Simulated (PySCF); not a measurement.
Species: C4H3O, net charge -1, singlet state. It need not be the lowest isomer of its formula. Whether it binds its extra electron was not tested at this geometry. SMILES: c1co[c-]c1
Geometry from a B3LYP-D3(BJ)/def2-TZVP (Ansatz) optimisation:
```
C
C 1 1.3578
O 2 1.3627 1 109.98
H 2 1.0810 1 132.50 3 -180.00
H 1 1.0824 2 125.87 4 0.00
C 3 1.4320 2 110.53 4 180.00
C 6 1.3885 3 102.99 2 0.00
H 7 1.0831 6 123.79 3 180.00
```
Charge -1, spin multiplicity 1.

Dispersion corrections to the total energy (kcal/mol) from the dftd3 and dftd4 libraries through PySCF: D3(BJ) without and D4 with the three-body term, each with the damping fitted for the functional named.

```
functional  D3(BJ)     D4
----------  ------  -----
LC-wPBE      -3.29      …
BP86         -5.62  -5.70
PBE0         -3.08  -3.66
B2PLYP       -2.88      …
HSE06        -2.21      …
r2SCAN       -0.94  -1.05
TPSS         -4.55  -6.04
```

### Question
What belongs in the gaps?

### Answer

- LC-wPBE, D4: -4.91
- B2PLYP, D4: -3.07
- HSE06, D4: -3.36
